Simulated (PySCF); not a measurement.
Geometry (Å), atoms numbered from 1 in this order:
```xyz
14

C    -2.7858   -0.1699   -0.1055
C    -1.7913    0.6843    0.0376
C    -0.6805    0.8559   -0.9566
C     0.6024    0.5536   -0.3431
C     1.6459    0.3012    0.1888
C     2.9181   -0.0078    0.8067
H    -2.8656   -0.8085   -0.9709
H    -3.5652   -0.2674    0.6311
H    -1.7217    1.3123    0.9164
H    -0.6613    1.8934   -1.3099
H    -0.8346    0.1982   -1.8167
H     2.7576   -0.4386    1.7948
H     3.4658   -0.7251    0.1954
H     3.5154    0.8981    0.9097
```

PySCF 2.14 calculation with PBE0/pcSseg-1 with gauge-including orbitals and coordinates at the GFN2-xTB level; relativity neglected, one averaged value for each set of equivalent atoms, gas phase, one computed conformer.

Chemical shifts δ = σref − σ; 13C (σref 186.93) vs TMS, all at this level.

**Question.** Do the 13C shifts follow the atomic charges (in e)? Tabulate both.

**Answer.** 
```csv
atoms,hybridisation,δ (ppm),σ para (ppm),Hirshfeld,IAO,Mulliken,ESP-fitted
C2,sp2,144.2,-215,-0.03,-0.12,-0.23,-0.02
C1,sp2,121.7,-189,-0.11,-0.32,-0.15,-0.53
C5,sp,84.0,-164,-0.06,-0.06,-0.26,+0.05
C4,sp,82.9,-162,-0.07,-0.07,-0.08,-0.20
C3,sp3,28.7,-91,-0.05,-0.27,-0.16,-0.11
C6,sp3,4.8,-71,-0.10,-0.43,-0.19,-0.50
```

Correlation coefficients of δ with charge over these carbons: Hirshfeld +0.31, IAO +0.55, Mulliken -0.14, ESP-fitted +0.25; with the paramagnetic shielding -0.99. With so few points, grouped by hybridisation, these coefficients are fragile. Charge is one influence among several: hybridisation and low-lying excitations act through the paramagnetic term.

Shifts are as computed. Against solution values, carbons near 30 ppm lie about +3 ppm off and those near 130 ppm about +5 ppm (rms about the fit 2.1 ppm; single classes can miss by 10 ppm). Of 1328 compounds with measured shifts, 309 miss one by over three times the rms of a fit or turn the order of signals round; such compounds aren't used in these exercises. Signals without a measured value on file couldn't be tested in this way; 1H shifts scatter by 0.2 ppm about their fit, and single ones miss by 0.5 ppm.
